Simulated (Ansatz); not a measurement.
# CH4LiN (SMILES [Li][NH]C): one structure at several levels

A test off equilibrium: a structure displaced at random from a GFN2-xTB minimum is computed at several levels, and each is set against CCSD(T).

Program: Ansatz 0.2.0, Gaussian basis. Level of theory: single points in def2-TZVPP. These are calculated values, not measurements.

Correlated methods freeze the cores. The outer core shell of Li, Na, Mg and K is correlated.

**1. Where the work starts**

SMILES `[Li][NH]C`, 7 atoms, charge 0, spin multiplicity 1.

Atoms are counted from 1 here; the program's logs count them from 0.

Bond lengths: Li1–N2 1.707 Å, N2–C3 1.549 Å, N2–H4 0.772 Å, C3–H5 0.856 Å, C3–H6 1.054 Å, C3–H7 1.242 Å. Angles: Li1–N2–C3 130.0°, Li1–N2–H4 115.6°, C3–N2–H4 112.3°, N2–C3–H5 125.0°, N2–C3–H6 112.4°, N2–C3–H7 122.9°, H5–C3–H6 104.7°, H5–C3–H7 95.5°, H6–C3–H7 89.8°.

Coordinates:

```mol
CH4LiN
  3D, bonds by distance, orders not assigned

  7  6  0  0  0  0  0  0  0  0999 V2000
   -1.9793   -1.1445    0.4120 Li  0  0
   -0.4089   -0.8096   -0.1671 N   0  0
    0.4288    0.4904   -0.0774 C   0  0
    0.0255   -1.4274   -0.3287 H   0  0
    0.7370    0.9235   -0.7482 H   0  0
   -0.0310    1.2228    0.5255 H   0  0
    1.4612    0.5826    0.6071 H   0  0
  1  2  8  0
  2  3  8  0
  2  4  8  0
  3  5  8  0
  3  6  8  0
  3  7  8  0
M  END
```

**2. CCSD(T)/def2-TZVPP**

File run/in.yaml:

```yaml
crystal:
  periodic: [false, false, false]
  atoms:
    - {symbol: Li, position_ang: [-1.979300, -1.144500, 0.412000]}
    - {symbol: N, position_ang: [-0.408900, -0.809600, -0.167100]}
    - {symbol: C, position_ang: [0.428800, 0.490400, -0.077400]}
    - {symbol: H, position_ang: [0.025500, -1.427400, -0.328700]}
    - {symbol: H, position_ang: [0.737000, 0.923500, -0.748200]}
    - {symbol: H, position_ang: [-0.031000, 1.222800, 0.525500]}
    - {symbol: H, position_ang: [1.461200, 0.582600, 0.607100]}
basis:
  gaussian: {orbitals: def2-TZVPP}
correlation: {method: ccsd_t}
output: {forces: true}
```

No record of the launch command was kept for these runs.

**3. PBE0-D4/def2-TZVPP**

Changes to run/in.yaml since step 2:

```diff
@@ -12,3 +12,3 @@
   gaussian: {orbitals: def2-TZVPP}
-correlation: {method: ccsd_t}
-output: {forces: true}
+hamiltonian: {xc: pbe0, dispersion: d4}
+output: {forces: true, orbitals: {seedname: orbitals}}
```

**4. wB97M-V/def2-TZVPP**

Changes to run/in.yaml since step 3:

```diff
@@ -12,3 +12,3 @@
   gaussian: {orbitals: def2-TZVPP}
-hamiltonian: {xc: pbe0, dispersion: d4}
-output: {forces: true, orbitals: {seedname: orbitals}}
+hamiltonian: {xc: {name: wB97M-V}}
+output: {forces: true}
```

**5. r2SCAN-D4/def2-TZVPP**

Changes to run/in.yaml since step 4:

```diff
@@ -12,3 +12,3 @@
   gaussian: {orbitals: def2-TZVPP}
-hamiltonian: {xc: {name: wB97M-V}}
+hamiltonian: {xc: r2scan, dispersion: d4}
 output: {forces: true}
```

**6. PBE-D4/def2-TZVPP**

Changes to run/in.yaml since step 5:

```diff
@@ -12,3 +12,3 @@
   gaussian: {orbitals: def2-TZVPP}
-hamiltonian: {xc: r2scan, dispersion: d4}
+hamiltonian: {xc: pbe, dispersion: d4}
 output: {forces: true}
```

**7. BHLYP-D4/def2-TZVPP**

Changes to run/in.yaml since step 6:

```diff
@@ -12,3 +12,3 @@
   gaussian: {orbitals: def2-TZVPP}
-hamiltonian: {xc: pbe, dispersion: d4}
+hamiltonian: {xc: {name: BHLYP}, dispersion: d4}
 output: {forces: true}
```

**8. CAM-B3LYP-D4/def2-TZVPP**

Changes to run/in.yaml since step 7:

```diff
@@ -12,3 +12,3 @@
   gaussian: {orbitals: def2-TZVPP}
-hamiltonian: {xc: {name: BHLYP}, dispersion: d4}
+hamiltonian: {xc: {name: CAM-B3LYP}, dispersion: d4}
 output: {forces: true}
```

(Steps that only read results are left out.)

Before running it: what results should come out? Wanted: energy less free atoms, CCSD(T)/def2-TZVPP; RMS force component; RMS force error; HOMO and LUMO, PBE0-D4; T1 diagnostic.

The runs gave:

| quantity | value |
| --- | --- |
| energy less free atoms, CCSD(T)/def2-TZVPP | -1741.0 kJ/mol |
| RMS force component | 9.163 to 9.349 eV/Å over the methods |
| RMS force error | PBE0-D4 0.115, wB97M-V 0.093, r2SCAN-D4 0.076, PBE-D4 0.145, BHLYP-D4 0.213, CAM-B3LYP-D4 0.116 eV/Å |
| HOMO and LUMO, PBE0-D4 | -4.58 and -0.93 eV |
| T1 diagnostic | 0.011 |

**Reading.** Against CCSD(T) the functionals' energies less atoms differ by -108.7 to -16.3 kJ/mol, PBE-D4 by -108.7 kJ/mol. The reference is not at the basis limit: in triple zeta CCSD(T) underbinds, which counts against methods that bind more; the gaps are no ranking. The forces of r2SCAN-D4 come nearest to CCSD(T), those of BHLYP-D4 are farthest. Frozen-core CCSD(T) forces in triple zeta carry basis errors of their own, and this is one geometry, so small gaps rank nothing.
